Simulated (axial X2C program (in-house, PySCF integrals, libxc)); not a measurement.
## AlSi: cheaper levels and CCSD(T), 2c

All values were computed with an in-house relativistic program for diatomic molecules. Two-component (2c) means X2C with spin–orbit coupling and atomic mean-field two-electron Coulomb and Gaunt terms. Basis: Si dyall-v3z [8s7p2d1f], Al dyall-v3z [8s8p2d1f] (cores contracted in-house); Gaussian nuclei, density fitting, unrestricted open shells. Masses: Si 27.977 u, Al 26.982 u.

State: Ω = 3/2 (⟨Sz⟩ = 1.49, ⟨Lz⟩ = 0.01 at HF); fragments Si + Al.

```tsv
level	Re (Å)	ωe (cm⁻¹)	De (eV)
PBE0	2.423	377.0	2.61
HF	2.481	343.6	1.65
CCSD	2.436	375.4	2.28
B97-3	2.429	372.4	2.51
```

Correlated methods: 7 electrons correlated (number of frozen shells: Si 2 s, 1 p; Al 2 s, 1 p), 141 virtual spin orbitals or spinors in MP2, 90 natural virtuals in coupled cluster.

CCSD(T), same Hamiltonian and basis:

Re = 2.431 Å, ωe = 380.1 cm⁻¹, De = 2.42 eV; T1 = 0.034 (Lee–Taylor normalisation).

Problem. Give the differences from CCSD(T) in the columns below.

Solution. 

| level | ΔRe (Å) | Δωe (cm⁻¹) | ΔDe (eV) |
| --- | --- | --- | --- |
| PBE0 | -0.008 | -3 | 0.19 |
| HF | 0.050 | -36 | -0.77 |
| CCSD | 0.005 | -5 | -0.14 |
| B97-3 | -0.002 | -8 | 0.09 |

The state is one determinant whose occupation by symmetry is held fixed; it was picked as the lowest of a PBE0 search that is not exhaustive. De is counted from the lowest determinant-based energies of the atoms at the same level, without counterpoise correction. Density functionals use the spin component along the axis (collinear). Coupled cluster ran in a truncated set of natural virtual spinors; the MP2 energy of the rest was added. (T) has no such correction and the atoms are truncated less, which lowers De at CCSD(T) by a hundredth of an eV or more. The 2c atoms are single determinants rather than J levels; their spin–orbit lowering is only partly caught, and De is too large by that part. This holds for PBE0, CCSD, B97-3, CCSD(T). PBE0 can misorder states that lie within some tenths of an eV, so this need not be the ground state of the molecule. The nearest other 2c determinant of the search, Ω = 1/2, lies 0.26 eV up at the distance of the search. Without a current term, density functionals place determinants with orbital angular momentum somewhat too high. With several unpaired electrons one determinant need not be a pure state. This is the top spin component of a Σ state; components of lower Ω are not single determinants and can lie lower.
